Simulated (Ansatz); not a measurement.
Consider the substitution at a C–C bond: `C#CC(=N)Cl` + `C=C=N` → `C#CN=C=C` + `N=CCl`.

Program: Ansatz. Geometries: PBE0-D4/def2-TZVP. ΔE: electronic, gas phase. CCSD(T)/CBS is the MP2 limit (def2-TZVPP, def2-QZVPP) plus CCSD(T) − MP2 in def2-TZVPP, frozen cores. This one scheme is used for every species. Each species was taken in one conformer, which may not be the lowest.

`C#CC(=N)Cl`:

Cartesian coordinates in Å:
```
C 0.730 1.441 1.100
C 0.276 0.561 0.423
C -0.286 -0.465 -0.387
N 0.240 -1.591 -0.540
Cl -1.798 0.031 -1.146
H 1.141 2.217 1.703
H -0.303 -2.194 -1.153
```

`C=C=N`:

```xyz
6

C    -0.259    0.167    0.920
C     0.221   -0.011   -0.281
N     0.770   -0.136   -1.360
H    -0.712    1.110    1.191
H    -0.215   -0.633    1.647
H     0.196   -0.498   -2.118
```

`C#CN=C=C`:

Cartesian coordinates in Å:
```
C 1.392 0.866 -2.051
C 1.020 0.589 -0.942
N 0.726 0.338 0.327
C -0.255 -0.195 0.820
C -1.246 -0.744 1.457
H 1.696 1.100 -3.042
H -1.249 -1.810 1.647
H -2.085 -0.144 1.783
```

`N=CCl`:

Cartesian coordinates in Å:
```
N -0.907 -0.350 0.195
C 0.260 0.054 0.020
Cl 1.513 -0.328 1.149
H -1.511 -0.035 -0.563
H 0.645 0.659 -0.802
```

```
     species  CCSD(T)/CBS(def2) energy (Eh)
`C#CC(=N)Cl`                     -629.74524
     `C=C=N`                     -132.55079
  `C#CN=C=C`                     -208.56933
     `N=CCl`                     -553.70684
```

Task: Work out ΔE.

Result: ΔE = (-208.56933) + (-553.70684) − (-629.74524) − (-132.55079) = 0.01986 Eh = +52.1 kJ/mol.

Largest T1 diagnostic among the species: 0.015.

Leaving LDA and LC-ωPBE aside and taking each functional with its dispersion term where it has one, the values, not all of them listed here, spread over 7.7 kJ/mol, from HSE06-D4 to B97M-V. LDA lies −3.8 kJ/mol from PBE without D4. In def2-TZVPP, CCSD(T) changes the Hartree–Fock value by +11.2 kJ/mol (the triples alone add +1.5 kJ/mol) and MP2 by +12.6 kJ/mol.
